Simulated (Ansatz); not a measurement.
System: rhombohedral A7 Bi. Method: PBE-D3(BJ) (Ansatz, a quantum-chemistry and plane-wave program, plane waves, PAW).

Settings: plane-wave cutoff 520 eV, 16×16×16 k mesh, Fermi–Dirac smearing 0.05 eV, scalar-relativistic PAW data made under PBE.

Equation-of-state points:

```tsv
V (Å³/atom)	E − E_lowest (meV/atom)	P (GPa)
33.193	7.17	1.757
33.885	1.70	0.814
34.576	0.00	0.008
35.268	1.53	-0.692
35.959	5.82	-1.283
```

Problem. Estimate the bulk modulus from the pressures at 33.885 and 35.268 Å³/atom, and compare it with a fit to all energies.

Solution. B = −V dP/dV. Between V = 33.885 and 35.268 Å³/atom, dP/dV = (-0.692 − (0.814))/(35.268 − 33.885) = -1.09 GPa per Å³/atom; at the midpoint 34.576 Å³/atom this gives B ≈ 37.7 GPa. The third-order Birch–Murnaghan fit gives V0 = 34.577 Å³/atom, B0 = 37.3 GPa, B′ = 6.7, which lies within 1 % of that estimate.

Shape and atoms are relaxed at each volume.

Measured, for comparison: bulk modulus 32.1 GPa (copied from a table, unchecked, extrapolated to 0 K and zero-point effects removed; as tabulated in Lejaeghere et al. (2013), arXiv:1204.2733). Computed (rounded) less measured: bulk modulus not scored (unchecked).

Note: the bulk modulus comes from volumes at which shape and atoms were relaxed.

Spin–orbit coupling is not included; it can shift volumes and moduli of such heavy elements.

The computed numbers hold no vibrational or temperature effects.
